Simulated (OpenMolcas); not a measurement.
# BH (SMILES [BH]): levels of theory compared

Wanted: a comparison of 6 runs (M06-2X/6-31G, PBE/6-31G, SVWN5/6-31G, UB3LYP/6-31G, UPBE/6-31G, ACPF/6-31G) of BH. 

The calculation is run with OpenMolcas 26.06.

2 further runs of the same task are left out: 2 set aside as unsound or not needed.

**1. Starting point**

The species is BH (2 atoms), meant as a singlet with charge 0. As SMILES, `[BH]`. The B1–H2 distance was set to 1.849 Å, away from the relaxed value.

**2. A single-point energy at M06-2X/6-31G (run 1)**

The input, mol.xyz:

```xyz
2

B      0.000000     0.000000    -0.616200
H      0.000000     0.000000     1.232400
```

The input, run.inp:

```
&gateway
baslib = $CurrDir
coord = mol.xyz
basis = 6-31G
group = NoSym
&seward
gridinput
Grid=UltraFine
End of Grid
&scf
ksdft = M062X
thresholds = 1e-10 1e-07 1e-07 1e-05
prorbitals = 1 1
```

The basis set 6-31G is read from a file made from the Basis Set Exchange's data (not shown).

Started as:

```
$ export MOLCAS_MEM=1860
$ pymolcas run.inp > run.log
```

The program printed:

```text
--- Start Module: gateway ---
[...]
--- Stop Module: gateway /rc=_RC_ALL_IS_WELL_ ---
--- Start Module: seward ---
[...]
      Basis functions           11
--- Stop Module: seward /rc=_RC_ALL_IS_WELL_ ---
--- Start Module: scf ---
[...]
       Convergence after   9 Iterations
[...]
::    Total KS-DFT energy                             -25.2141268357
[...]
      Total spin, S                                     0.0000000000
[...]
      Total electronic charge=    6.000000
      Total            charge=   -0.000000
[...]
      Dipole Moment (debye):
      Origin of the operator (angstrom)=    0.0000    0.0000   -0.4612
                   X=  1.1268E-16               Y=  1.6476E-16               Z= -6.6467E-01           Total=  6.6467E-01
      Quadrupole Moment (debye*angstrom):
[...]
--- Stop Module: scf /rc=_RC_ALL_IS_WELL_ ---
[...]
```

Run time: 2.4 s. Hardware: 1 thread of Arm Neoverse V2, shared host; peak memory 0.37 GiB.

**3. The energy at PBE/6-31G (run 2)**

mol.xyz is that of step 2.

The input, run.inp:

```
* BH Kohn-Sham DFT

&gateway
 baslib = $CurrDir
 coord = mol.xyz
 basis = 6-31G
 group = NoSym

&seward
 gridinput
 Grid=UltraFine
 End of Grid

&scf
 ksdft = PBE
 thresholds = 1e-10 1e-07 1e-07 1e-05
 prorbitals = 1 1
```

The basis set 6-31G is read from a file made from the Basis Set Exchange's data (not shown).

Started as:

```
$ export MOLCAS_MEM=1860
$ pymolcas run.inp > run.log
```

The program printed:

```text
--- Start Module: gateway ---
[...]
--- Stop Module: gateway /rc=_RC_ALL_IS_WELL_ ---
--- Start Module: seward ---
[...]
      Basis functions           11
--- Stop Module: seward /rc=_RC_ALL_IS_WELL_ ---
--- Start Module: scf ---
[...]
       Convergence after  11 Iterations
[...]
::    Total KS-DFT energy                             -25.1812662038
[...]
      Total spin, S                                     0.0000000000
[...]
      Total electronic charge=    6.000000
      Total            charge=   -0.000000
[...]
      Dipole Moment (debye):
      Origin of the operator (angstrom)=    0.0000    0.0000   -0.4612
                   X= -8.3340E-16               Y=  1.7446E-15               Z= -5.5357E-01           Total=  5.5357E-01
      Quadrupole Moment (debye*angstrom):
[...]
--- Stop Module: scf /rc=_RC_ALL_IS_WELL_ ---
[...]
```

Wall time 2.2 s (1 thread of Arm Neoverse V2, shared host); peak memory 0.37 GiB.

Run 3 isn't shown in full; the table further down has it.

**4. The energy at UB3LYP/6-31G (run 4)**

mol.xyz is that of step 3.

The input, run.input:

```
&gateway
baslib=$CurrDir
coord=mol.xyz
basis=6-31G
group=NoSym
&seward
gridinput
Grid=UltraFine
End of Grid
&scf
uhf
ksdft=B3LYP
thresholds=1e-10 1e-07 1e-07 1e-05
scramble=0.25
prorbitals=1 1
```

The basis set 6-31G is read from a file made from the Basis Set Exchange's data (not shown).

Started as:

```
$ export MOLCAS_MEM=1860
$ pymolcas run.input > run.log
```

The program printed:

```text
--- Start Module: gateway ---
[...]
--- Stop Module: gateway /rc=_RC_ALL_IS_WELL_ ---
--- Start Module: seward ---
[...]
      Basis functions           11
--- Stop Module: seward /rc=_RC_ALL_IS_WELL_ ---
--- Start Module: scf ---
[...]
       Convergence after  23 Iterations
[...]
::    Total KS-DFT energy                             -25.2343999735
[...]
      Total spin, S                                    -0.0000000000
[...]
      Total electronic charge=    6.000000
      Total            charge=   -0.000000
[...]
      Dipole Moment (debye):
      Origin of the operator (angstrom)=    0.0000    0.0000   -0.4612
                   X=  1.8793E-08               Y= -2.2587E-08               Z= -5.8273E-01           Total=  5.8273E-01
      Quadrupole Moment (debye*angstrom):
[...]
--- Stop Module: scf /rc=_RC_ALL_IS_WELL_ ---
[...]
```

It took 4.8 s on 1 thread of Arm Neoverse V2, shared host; peak memory 0.37 GiB.

Run 5 isn't shown in full; the table further down has it.

**5. The energy at ACPF/6-31G (run 6)**

mol.xyz is that of step 4.

The input, run.inp:

```
&GATEWAY
  BasLib
  $CurrDir
  Coord
  mol.xyz
  Basis
  6-31G
  Group
  NoSym

&SEWARD

&SCF
  Thresholds
  1e-10 1e-07 1e-07 1e-05
  PrOrbitals
  1 1

&MOTRA
  Frozen
  1

&GUGA
  Electrons
  4
  Spin
  1
  Inactive
  2
  Active
  0
  CIAll
  1

&CPF
  ACPF
```

The basis set 6-31G is read from a file made from the Basis Set Exchange's data (not shown).

Started as:

```
$ export MOLCAS_MEM=1860
$ pymolcas run.inp > run.log
```

The program printed:

```text
--- Start Module: gateway ---
[...]
--- Stop Module: gateway /rc=_RC_ALL_IS_WELL_ ---
[...]
      Basis functions           11
[...]
       Convergence after   9 Iterations
[...]
::    Total SCF energy                                -25.0523039294
[...]
      Total spin, S                                     0.0000000000
[...]
      *** WARNING: Default frozen orbitals is overwritten by user input.
      *** Default values:   1
[...]
--- Start Module: guga ---
[...]
--- Stop Module: guga /rc=_RC_ALL_IS_WELL_ ---
--- Start Module: cpf ---
[...]
      Active orbitals                            0       0
[...]
      Spin quantum number                      0.0
[...]
     FINAL ACPF ENERGY         -25.13178411
     FINAL CORRELATION ENERGY   -0.07948018  REFERENCE ENERGY     -25.05230393
[...]
      Title:  ACPF natural orbitals
[...]
      Total electronic charge=    6.000000
      Total            charge=    0.000000
[...]
      Dipole Moment (debye):
      Origin of the operator (angstrom)=    0.0000    0.0000   -0.4612
                   X=  1.2036E-15               Y=  4.7569E-16               Z= -7.6434E-01           Total=  7.6434E-01
      Quadrupole Moment (debye*angstrom):
[...]
--- Stop Module: cpf /rc=_RC_ALL_IS_WELL_ ---
[...]
```

Run time: 1.6 s. Hardware: 1 thread of Arm Neoverse V2, shared host; peak memory 0.37 GiB.

**6. Overview of the runs**

```
run         level  scramble  integration grid  energy (Eh)  dipole moment (D) of the reference  HOMO energy (eV)  LUMO energy (eV)  wall time
  1  M06-2X/6-31G         –         UltraFine   -25.214127                                0.66             -7.50             -1.31      2.4 s
  2     PBE/6-31G         –         UltraFine   -25.181266                                0.55             -5.56             -3.55      2.2 s
  3   SVWN5/6-31G         –         UltraFine   -24.916383                                0.46             -5.51             -3.66      2.2 s
  4  UB3LYP/6-31G      0.25         UltraFine   -25.234400                                0.58             -6.47             -2.65      4.8 s
  5    UPBE/6-31G      0.25         UltraFine   -25.181266                                0.55             -5.56             -3.55      3.6 s
  6    ACPF/6-31G         –                 –   -25.131784                                0.70             -9.10              1.52      1.6 s
```

**7. Summary of results**

```
                                         quantity         value
                              run 6: total energy  -25.13178 Eh
        run 6: dipole moment (mean-field density)        0.70 D
       run 6: HOMO energy (Hartree–Fock orbitals)      -9.10 eV
       run 6: LUMO energy (Hartree–Fock orbitals)       1.52 eV
     run 6: HOMO–LUMO gap (Hartree–Fock orbitals)      10.62 eV
run 6: correlation energy (1 core orbital frozen)     -79.5 mEh
```

Over runs 1, 2, 3, 4, 5 the dipole moment (its size) runs from 0.46 D (SVWN5/6-31G) to 0.66 D (M06-2X/6-31G). Over runs 1, 2, 3, 4, 5 the HOMO–LUMO gap runs from 1.85 eV (SVWN5/6-31G) to 6.19 eV (M06-2X/6-31G). Totals of different functionals can't be ranked against each other. All runs together took 17 s, the longest 4.8 s.
